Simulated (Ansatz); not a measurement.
System: CH4N, net charge -1, singlet state. It need not be the lowest isomer of its formula. Whether it binds its extra electron was not tested at this geometry. 
Structure (B3LYP-D3(BJ)/def2-TZVP (Ansatz, a first-principles code) minimum search):
```xyz
6

C      0.0539     0.8008    -0.1018
N     -0.0720    -0.7052    -0.0853
H      0.2086    -1.1474     0.8011
H     -1.0512    -0.9432    -0.1940
H     -0.0943     1.2039     0.9288
H      1.1177     1.0182    -0.3277
```
Charge -1, spin multiplicity 1.

Total electronic energies in hartree. Valence correlation only, unless marked. No spin-orbit coupling. No relativistic terms. Basis-set limits of correlation are two-point, X^-3; Hartree-Fock from the larger set. The bracket is a focal-point correction in the basis named.

```
level                                                                 program  energy (Eh)
-------------------------------------------------------------  --------------  -----------
HF/cc-pVTZ                                                             Ansatz    -94.54570
HF/def2-QZVPP                                                          Ansatz    -94.56330
PBE-D3(BJ)/def2-TZVPD                                          Ansatz + dftd3    -95.09168
revPBE-D4/def2-TZVPD                                           Ansatz + dftd4    -95.19772
PBE0/6-31G*                                                            Ansatz    -95.01109
PBE0-D3(BJ)/def2-TZVP                                          Ansatz + dftd3    -95.08709
CAM-B3LYP/def2-TZVPD                                                   Ansatz    -95.16439
LC-wPBE-D3(BJ)/def2-TZVPD                                      Ansatz + dftd3    -95.15371
B2PLYP-D3(BJ)/def2-TZVPD                                       Ansatz + dftd3    -95.12593
B2PLYP/def2-TZVPD                                                      Ansatz    -95.12438
MP2/cc-pVDZ                                                            Ansatz    -94.83476
RI-MP2/CBS(def2-TZVPPD,def2-QZVPPD)                                    Ansatz     -95.0320
SCS-MP2/STO-3G                                                         Ansatz    -93.25467
CCSD(T)/def2-QZVPP                                                     Ansatz    -95.04303
RI-MP2/CBS(aug-cc-pVTZ,aug-cc-pVQZ)+[CCSD(T)-MP2]/aug-cc-pVTZ          Ansatz     -95.0715
```

Totals of different functionals don't rank their quality; only differences between species are comparable.
